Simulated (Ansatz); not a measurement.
# C3H3FO: basis-set convergence

An exercise on one series of results from a longer session: the logs are not shown, and one member is left open.

The runs use Ansatz 0.2.0, Gaussian basis; one geometry, several basis sets.

Levels to be run: PBE0-D4/def2-SVP; ωB97M-V/def2-SVP; PBE0-D4/def2-QZVPP; ωB97M-V/def2-QZVPP; the functionals' def2-TZVPP values are taken from earlier runs.

## The relaxed structure

An earlier PBE0-D4 in a triple-zeta def2 set relaxation fixed the geometry.

SMILES `OC1=C(F)C1`, 8 atoms, charge 0, spin multiplicity 1.

Atoms are counted from 1 here; the program's logs count them from 0.

Bond lengths: O1–C2 1.328 Å, O1–H6 0.964 Å, C2–C3 1.282 Å, C2–C5 1.509 Å, C3–F4 1.315 Å, C3–C5 1.484 Å, C5–H7 1.095 Å, C5–H8 1.095 Å. Angles: C2–O1–H6 109.2°, O1–C2–C3 156.9°, O1–C2–C5 139.4°, C3–C2–C5 63.6°, C2–C3–F4 150.8°, C2–C3–C5 65.6°, F4–C3–C5 143.5°, C2–C5–C3 50.7°, C2–C5–H7 119.3°, C2–C5–H8 119.3°, C3–C5–H7 120.3°, C3–C5–H8 120.3°, H7–C5–H8 113.3°.

Set-up of the first run:

Contents of in.yaml:

```yaml
crystal:
  periodic: [false, false, false]
  atoms:
    - {symbol: O, position_ang: [-0.445694, 0.724130, 1.622820]}
    - {symbol: C, position_ang: [-0.148274, 0.281579, 0.406471]}
    - {symbol: C, position_ang: [-0.050474, 0.319450, -0.871503]}
    - {symbol: F, position_ang: [-0.214326, 0.942670, -2.017613]}
    - {symbol: C, position_ang: [0.432976, -0.942572, -0.257530]}
    - {symbol: H, position_ang: [-0.818363, 1.610310, 1.555350]}
    - {symbol: H, position_ang: [-0.170142, -1.853844, -0.321790]}
    - {symbol: H, position_ang: [1.506498, -1.138823, -0.172107]}
basis:
  gaussian: {orbitals: def2-SVP}
hamiltonian: {xc: pbe0, dispersion: d4}
output: {orbitals: {seedname: orbitals}}
```

The run is started by

```
> ansatz run in.yaml --threads 2 --pin off --events-out ev --progress --plain --max-ram 4352MiB
```

Steps of the session up to this table: PBE0-D4 in def2-SVP; ωB97M-V in def2-SVP; PBE0-D4 in def2-QZVPP; ωB97M-V in def2-QZVPP.

One of the session's tables, all rows but one given; the rest of the session is left out.

It belongs to the step «Functionals by basis». 

| functional | basis | HOMO (eV) | LUMO (eV) |
| --- | --- | --- | --- |
| PBE0-D4 | def2-SVP | -6.43 | 1.15 |
| PBE0-D4 | def2-TZVPP | -6.52 | 0.44 |
| PBE0-D4 | def2-QZVPP | ? | ? |
| ωB97M-V | def2-SVP | -8.62 | 2.86 |
| ωB97M-V | def2-TZVPP | -8.73 | 1.93 |
| ωB97M-V | def2-QZVPP | -8.77 | 1.25 |

Q: Estimate the row for PBE0-D4, def2-QZVPP from the others.

The run gave: HOMO (eV): -6.55; LUMO (eV): 0.04. In the column «HOMO (eV)» it lies between ωB97M-V, def2-SVP (-8.62) and PBE0-D4, def2-TZVPP (-6.52).
